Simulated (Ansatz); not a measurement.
Cost and result up the ladder for BH2Et (C₂H₇B) (10 atoms). Charge 0, multiplicity 1. Geometry: PBE-D4/def2-TZVP.

```xyz
10

B     0.208   -1.281   -0.477
C     0.549    0.235   -0.408
C    -0.500    0.783    0.605
H     0.688   -2.055    0.313
H    -0.626   -1.691   -1.244
H     0.422    0.766   -1.364
H     1.556    0.451   -0.019
H    -0.369    1.866    0.740
H    -1.531    0.615    0.259
H    -0.398    0.311    1.594
```

Ansatz on 2 threads of Arm Neoverse V1 on a shared host. Times are rough, and most runs start from the orbitals of an earlier one. ωB97M-V/def2-TZVP serves as the yardstick here, not as an exact answer. Differences are given only for rows in sets of like size (and for xTB, whose basis is part of the method), since another set adds its own error. Binding counts from free atoms at the same level (B doublet, C triplet, H doublet; other spins of the atoms weren't run), without zero-point energy or a counterpoise term.

HSE06 is defined as in plane-wave codes, on full-range PBE exchange. Correlated methods freeze 3 core orbitals. Another isomer (singlet) lies 0.72 eV lower at PBE0-D4/def2-TZVP; other spin states weren't run for this one.

Correlated methods converge slowly with the basis.

```
                         level  functions  wall time
                     HF/STO-3G         22      0.1 s
                  HF/def2-TZVP        135     0.45 s
               PBE-D4/def2-SVP         77     0.65 s
              PBE0-D4/def2-SVP         77      0.7 s
                 MP2/def2-TZVP        135     0.85 s
             PBE0-D4/def2-TZVP        135      1.4 s
PBE-D4/def2-TZVP (with forces)        135      1.5 s
            HSE06-D4/def2-TZVP        135      1.6 s
           r2SCAN-D4/def2-TZVP        135      2.1 s
             ωB97M-V/def2-TZVP        135      4.9 s
            CCSD(T)/def2-TZVPP        191       31 s
```

Q: Estimate what each level gives for the binding energy per atom (eV).

A: 
| level | binding energy per atom (eV) | difference from ωB97M-V/def2-TZVP (eV) |
| --- | --- | --- |
| HF/STO-3G | 3.89 | – |
| HF/def2-TZVP | 2.97 | -0.85 |
| PBE-D4/def2-SVP | 3.88 | – |
| PBE0-D4/def2-SVP | 3.86 | – |
| MP2/def2-TZVP | 3.70 | -0.12 |
| PBE0-D4/def2-TZVP | 3.83 | 0.01 |
| PBE-D4/def2-TZVP (with forces) | 3.86 | 0.03 |
| HSE06-D4/def2-TZVP | 3.83 | 0.01 |
| r2SCAN-D4/def2-TZVP | 3.82 | 0.00 |
| ωB97M-V/def2-TZVP | 3.82 | 0.00 |
| CCSD(T)/def2-TZVPP | 3.74 | -0.08 |
